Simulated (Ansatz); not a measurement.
Relaxation of CH4MgN (7 atoms, charge 0, multiplicity 2), to a largest force component of 0.015 eV/Å in at most 40 steps.

These are results of UKS PBE0-D4/def2-SVP (Ansatz), not measurements.

```xyz
7
Properties=species:S:1:pos:R:3
C -0.696 0.410 -0.553
N 0.164 0.821 0.347
Mg 1.593 -0.639 0.781
H -0.304 -0.033 -1.459
H -1.770 0.432 -0.408
H -0.314 1.208 1.164
H 1.327 -2.198 0.128
```

Question: Where does it end, and by what steps?

Answer: The run converged. After 13 steps the energy has fallen by 0.218 eV; H4 moved furthest, 0.66 Å.

```csv
step,energy less start (eV),largest force component (eV/Å),accepted
0,0.0000,0.555,yes
1,-0.0609,0.724,yes
2,-0.1098,0.777,yes
3,-0.1638,0.438,yes
4,-0.1975,0.660,yes
5,-0.2129,0.253,yes
6,-0.2146,0.145,yes
7,-0.2162,0.081,yes
8,-0.2167,0.050,yes
9,-0.2171,0.051,yes
10,-0.2174,0.026,yes
11,-0.2176,0.018,yes
12,-0.2177,0.015,yes
13,-0.2177,0.009,yes
```

```xyz
7
Properties=species:S:1:pos:R:3
C -0.736 0.309 -0.471
N 0.032 0.615 0.495
Mg 1.613 -0.834 1.099
H -0.460 -0.555 -1.095
H -1.662 0.857 -0.705
H -0.283 1.425 1.035
H 1.496 -1.816 -0.357
```

Time of the run: 60 s on 1 thread of Arm Neoverse V1, on a shared host, peak memory 0.16 GiB.
